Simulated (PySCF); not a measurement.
A search over the determinants of BH

Unrestricted PBE0; B cc-pVTZ, H cc-pVTZ; no relativity (PySCF 2.14). Outer shells of the fragments: B 2s2 2p1; H 1s1.

Followed along the bond (rough minima from three points):

```json
{"2Ms+1": "1", "unpaired": "none", "⟨S²⟩ at the start": "0.00", "R at minimum (Å)": "1.24", "Te (eV)": "0.00"}
{"2Ms+1": "3", "unpaired": "σ ↑, π ↑", "⟨S²⟩ at the start": "2.00", "R at minimum (Å)": "1.19", "Te (eV)": "0.90"}
{"2Ms+1": "1", "unpaired": "σ ↑, π ↓", "⟨S²⟩ at the start": "1.01", "R at minimum (Å)": "1.21", "Te (eV)": "1.56"}
```

Solutions found at the starting distance of 1.135 Å, counted from the lowest of them; the search is not exhaustive and high or unbound solutions are not listed, so other states can lie among these:

```
2Ms+1  unpaired   term  E (eV)  ⟨S²⟩  ⟨Lz²⟩  μ (D)
    1      none    ¹Σ⁺    0.00  0.00   0.00   1.84
    3  σ ↑, π ↑     ³Π    0.82  2.00   1.00   0.24
    1  σ ↑, π ↓  mixed    1.49  1.01   1.00   0.45
    3      π ↑↑    ³Σ⁻    3.97  2.09   0.00  -0.75
    1      π ↑↓  mixed    4.52  1.01   2.01  -0.82
    1      none  mixed    5.63  0.00   2.00  -0.81
```

A term symbol is given only where ⟨S²⟩ and ⟨Lz²⟩ are close to those of a pure state; real π, δ and φ orbitals otherwise mix terms. A positive dipole means B(−)H(+).

Task: Compare the gap between the two lowest followed solutions at the starting distance with the gap between their minima.

Result: At PBE0 the second solution (triplet, unpaired electrons σ ↑, π ↑) lies +0.82 eV from the first (singlet, closed shell) at 1.135 Å and +0.90 eV at the minima; the two curves relax by different amounts, since their minima lie near 1.19 and 1.24 Å.

The measured ground state is X ¹Σ+ (Huber and Herzberg, Constants of Diatomic Molecules (1979)).

Counting both spins, an empty level lies below a filled one in some of these solutions, because spin and occupation are held.
